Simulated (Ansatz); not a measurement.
# AlH2O (SMILES [O][AlH2]): the energy, rung by rung

The species is AlH2O (4 atoms), meant as a doublet with charge 0. SMILES: `[O][AlH2]`. The coordinates come from a PBE0-D4/def2-TZVP relaxation.

```xyz
4

O     0.0626   -0.8563    1.4014
Al    0.0113    0.0299   -0.0804
H    -1.1496   -0.3608   -1.0760
H     1.1311    1.1268   -0.2653
```

Each level gives the energy change with the Al2–H3 bond stretched from 1.578 to 2.368 Å (eV). The values are calculated.

| level | kind | program | value (eV) | less FCI/STO-3G |
| --- | --- | --- | --- | --- |
| UHF/STO-3G | Hartree–Fock | Ansatz | 3.60 | +0.50 |
| USVWN5/STO-3G | LDA | Ansatz | 2.97 | -0.13 |
| UBLYP/STO-3G | GGA | Ansatz | 2.84 | -0.26 |
| UB3LYP/STO-3G | global hybrid | Ansatz | 3.23 | +0.13 |
| UB2PLYP/STO-3G | double hybrid | Ansatz | 3.49 | +0.39 |
| RPA@PBE/STO-3G | RPA | Ansatz | 3.16 | +0.06 |
| UMP2/STO-3G | perturbation theory | Ansatz | 3.74 | +0.64 |
| UCCSD(T)/STO-3G | coupled cluster or CI | Ansatz | 3.13 | +0.03 |
| FCI/STO-3G | exact in the basis | Ansatz | 3.10 | 0.00 |

FCI/STO-3G is exact within its basis and frozen core, so for wave-function methods in that basis the difference is their error; functionals converge differently with the basis, so for them it is only a difference. The first shape isn't each level's own minimum. The values span 2.84 to 3.74 eV. Spin contamination of the reference (⟨S²⟩ at least 0.1 too high) touches UHF/STO-3G, UB2PLYP/STO-3G, UMP2/STO-3G, UCCSD(T)/STO-3G. All rows use very small basis sets, so even the best lies far from the true value.
